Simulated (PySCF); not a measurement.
**Spin-rotation constants: `c1ccccc1`, C6H6**

Geometry:
| atom | x (Å) | y (Å) | z (Å) |
| --- | --- | --- | --- |
| C1 | 0.962 | 1.008 | -0.020 |
| C2 | 1.355 | -0.330 | -0.015 |
| C3 | 0.392 | -1.339 | 0.003 |
| C4 | -0.963 | -1.009 | 0.015 |
| C5 | -1.356 | 0.329 | 0.010 |
| C6 | -0.393 | 1.338 | -0.008 |
| H7 | 1.717 | 1.799 | -0.033 |
| H8 | 2.417 | -0.588 | -0.024 |
| H9 | 0.699 | -2.388 | 0.007 |
| H10 | -1.718 | -1.800 | 0.029 |
| H11 | -2.418 | 0.587 | 0.019 |
| H12 | -0.700 | 2.387 | -0.012 |

Level of theory: PySCF 2.14.0, GIAO B97-2/aug-pcSseg-1 magnetisability, rotational g tensor and spin-rotation constants, non-relativistic, gas phase. Geometry: PBE0-D3(BJ)/def2-SVP.

Question: Give the nuclear spin-rotation constants along the inertial axes (H = +C I·J) beside the isotropic shieldings.

Answer: Rotational constants 5.6954, 5.6942, 2.8474 GHz. A star marks the isotopologue with that one atom substituted, in its own axes.
```tsv
atom	isotope	Caa (kHz)	Cbb (kHz)	Ccc (kHz)	mean (kHz)	σ (ppm)
H7	1H	0.037	0.037	-0.269	-0.065	24.0
H8	1H	0.037	0.037	-0.269	-0.065	24.0
H9	1H	0.037	0.037	-0.269	-0.065	24.0
H10	1H	0.037	0.037	-0.269	-0.065	24.0
H11	1H	0.037	0.037	-0.269	-0.065	24.0
H12	1H	0.037	0.037	-0.269	-0.065	24.0
C1	13C*	2.839	1.972	0.303	1.704	53.0
```
Where two moments of inertia are equal or nearly so, the constants along those axes are given as their average.
For the geometry as given, no vibrational averaging.
